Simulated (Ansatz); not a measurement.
Born–Oppenheimer molecular dynamics of AlFH$_{2}$O (5 atoms, charge 0, multiplicity 1). It starts from a relaxed structure.

Level of theory: Ansatz 0.2.0, RKS r2SCAN-D4/def2-SVP.

* ensemble: NVT, Langevin thermostat
* time step: 0.5 fs
* steps asked: 250
* set temperature: 500 K
* friction: 0.01 /fs
* seed: 274271

First frame:

```xyz
5
Properties=species:S:1:pos:R:3
Al 0.014 -0.078 0.001
H 0.039 -0.020 1.571
F 1.429 0.171 -0.831
O -1.356 -0.377 -0.944
H -2.256 -0.543 -0.654
```

(1) How far do the bonds stretch over the last three quarters of this one trajectory? (Pairs bonded in most of those frames.)

Results:

(1) 
| bond | mean (Å) | spread (Å) | shortest | longest |
| --- | --- | --- | --- | --- |
| Al1–H2 | 1.579 | 0.056 | 1.48 | 1.68 |
| Al1–F3 | 1.668 | 0.022 | 1.63 | 1.72 |
| Al1–O4 | 1.702 | 0.036 | 1.63 | 1.78 |
| O4–H5 | 0.961 | 0.024 | 0.91 | 1.02 |

Mean temperature of the second half: 314 K. The mean temperature of the second half is 37 % below the set value. A run of 0.12 ps of so small a system gives no equilibrium averages.

Time of the run: 9.9 min on 1 thread of Arm Neoverse V1, on a shared host, peak memory 0.1 GiB.
